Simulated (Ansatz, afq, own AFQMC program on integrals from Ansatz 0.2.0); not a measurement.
# AlB, singlet: AFQMC among the cluster methods

```yaml
atoms:
  - { symbol: B, position_ang: [0.0000, 0.0000, 0.0000] }
  - { symbol: Al, position_ang: [0.0000, 0.0000, 3.2640] }
```

Basis cc-pVDZ. Only valence electrons are correlated. Integrals, coupled cluster, full CI and functionals: Ansatz 0.2.0; the random walks run on the same integrals in our own AFQMC program. ph-AFQMC/CISD is guided by a CISD state made of CCSD amplitudes; releasing the constraint for a short imaginary time cuts its bias at the price of noise, slowly where states lie close. ± is one standard error of the sampling.

Determinant: RHF, the one that the program's search chose, which needn't be the lowest solution. The geometry is a point of a scan.

Full CI on the same integrals is exact in this basis and with this determinant's frozen core.

Cautions: higher spins were not checked; restricted determinant unstable towards unrestricted (UHF 737 meV lower, ⟨S²⟩ 1.09); strong correlation (T1 0.028, weight of the determinant 0.80, largest double 0.25); the released energy hasn't reached full CI (36 meV above it at 2.40 1/Eh), so no released level is given (meV from the phaseless value at times in 1/Eh: -7 ± 6 at 0.24, -16 ± 6 at 0.51, -22 ± 6 at 0.99, -34 ± 5 at 1.62, -29 ± 6 at 2.40).

* T1 diagnostic: 0.0284
* weight of the determinant in the CISD state: 0.803
* size of the correlated space: 6 electrons in 26 orbitals

Reference: full CI, correlation energy -4.128 eV.

```csv
level,E − E(reference) (mEh),share of correlation (%)
HF,151.71,0.00
MP2,55.06,63.70
CCSD,8.38,94.48
CCSD(T),2.46,98.38
CCSDT,0.76,99.50
CCSDT(Q),0.22,99.86
CCSDTQ,0.04,99.97
ph-AFQMC/CISD,2.38 ± 0.26,98.43
```

CCSDT and higher add their correlation energy to the determinant of the CCSD(T) run, since their own runs factorise the integrals more tightly (a shift of under 2 meV). A walk keeps the symmetry of its determinant, which the program's search chose and which needn't be the lowest solution, so a lower state of the same spin and another symmetry isn't excluded.
